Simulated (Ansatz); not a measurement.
HC–N–Si, triplet: the ladder up to UCCSDT(Q)

Geometry: displaced at random from a stationary point.

```xyz
4

C     0.0646   -0.1800    0.7883
N    -0.1003   -0.0716   -0.4064
Si   -0.0237   -0.0873   -2.0914
H     0.0594    0.3390    1.7095
```

Basis cc-pVDZ; Ansatz 0.2.0. Only valence electrons are correlated (noble-gas cores frozen), which leaves 14 electrons in 44 orbitals. Prefix R: restricted or restricted open-shell reference; prefix U: unrestricted.

Full CI isn't at hand for all of this; UCCSDT(Q) serves as the reference, and is uncertain by about the last step of the cluster series. The frozen core follows each run's orbitals, which can shift R against U totals by a few meV.

Unrestricted rows (U) aren't spin-pure: their determinants' ⟨S²⟩ exceeds S(S+1) by up to 0.29, so they mix in states of higher spin. For open shells CISD is restricted-active-space CI with the open shells as a complete middle space.

- UHF ⟨S²⟩: 2.288
- T1 diagnostic (RCCSD): 0.0638
- largest doubles amplitude (RCCSD): 0.091
- T1 diagnostic (UCCSD): 0.0443

```tsv
level	E − E(RHF) (eV)
UHF	-0.6060
RMP2	-9.4998
UMP2	-9.2828
RCCSD	-10.3595
UCCSD	-10.3941
RCCSD(T)	-10.8360
UCCSD(T)	-10.8292
```

(1) Estimate how far UCCSDT(Q) in cc-pVDZ lies from RCCSD(T). The table doesn't fix it; the size of (T) and the diagnostics are the guide.

(1) UCCSDT(Q) in cc-pVDZ lies 2.27 kcal/mol below RCCSD(T), which is 21 % of the (T) step (-10.99 kcal/mol). T1 is raised, but (T) still catches most of what CCSD lacks. The miss exceeds 1 kcal/mol.

The other levels:

| level | E − E(UCCSDT(Q)) (kcal/mol) | share of correlation (%) | wall time |
| --- | --- | --- | --- |
| CISD | 42.59 | 83.11 | 19 s |
| BCCD(T) | 2.03 | 99.20 | 23 s |
| RCCSDT | 1.34 | 99.47 | – |
| UCCSDT | 1.22 | 99.52 | – |
| RCCSDT(Q) | 0.01 | 100.00 | 5.5 min |

The correlation energy at UCCSDT(Q), counted from RHF, is -10.935 eV. That run took 4.8 min on 1 thread of Intel Xeon, shared host.

Times hold each run's SCF and search for its determinant on a shared host, so for small cases they say little of a method's own cost; they ran on 1 thread of Intel Xeon.
